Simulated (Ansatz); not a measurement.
**Worked example: building the atomization energy of CS$_{2}$, singlet**

Measured: the G2/97 heats of formation, with zero-point and thermal terms from B3LYP taken off, give an electronic atomization energy of 277.8 kcal/mol (Curtiss et al., J. Chem. Phys. 106, 1063 (1997); Staroverov et al., J. Chem. Phys. 119, 12129 (2003)). The calculation below tries to reproduce it.

Geometry (MP2(full)/6-31G*, from the G2/97 set):

```xyz
3

S     0.0000    0.0000    1.5611
C     0.0000    0.0000    0.0000
S     0.0000    0.0000   -1.5611
```

Atomization energies (atoms less molecule, kcal/mol) from Ansatz 0.2.0, frozen cores, restricted molecule, unrestricted atoms, sets cc-pV(D+d)Z, cc-pV(T+d)Z, cc-pV(Q+d)Z:

```csv
level,DZ,TZ,QZ
HF,159.72,163.55,164.00
CCSD(T),251.27,266.23,273.33
CCSDT,251.16,265.24,–
CCSDT(Q),252.38,267.05,–
```

Extrapolate Hartree–Fock with exp(−5.46 √X) and the CCSD(T) correlation part with X⁻³ (X = 3, 4), add each higher step from the largest set that has it, and compare with the measured value.

Hartree–Fock: 164.00 + (164.00 − 163.55) × 0.301 = 164.14.
Correlation: TZ 102.68, QZ 109.33; (64 × 109.33 − 27 × 102.68) / 37 = 114.18.
Full triples (TZ): 265.24 − 266.23 = -0.99.
(Q) (TZ): 267.05 − 265.24 = 1.81.
Sum: 279.1 kcal/mol, 1.3 above the measured 277.8.

The steps beyond CCSD(T) add 0.82 kcal/mol, while going from QZ to the limit adds 4.99. Core correlation, scalar relativity, spin–orbit terms and the relaxation from this MP2 geometry are missing from the sum, and the measured value has its own uncertainty.
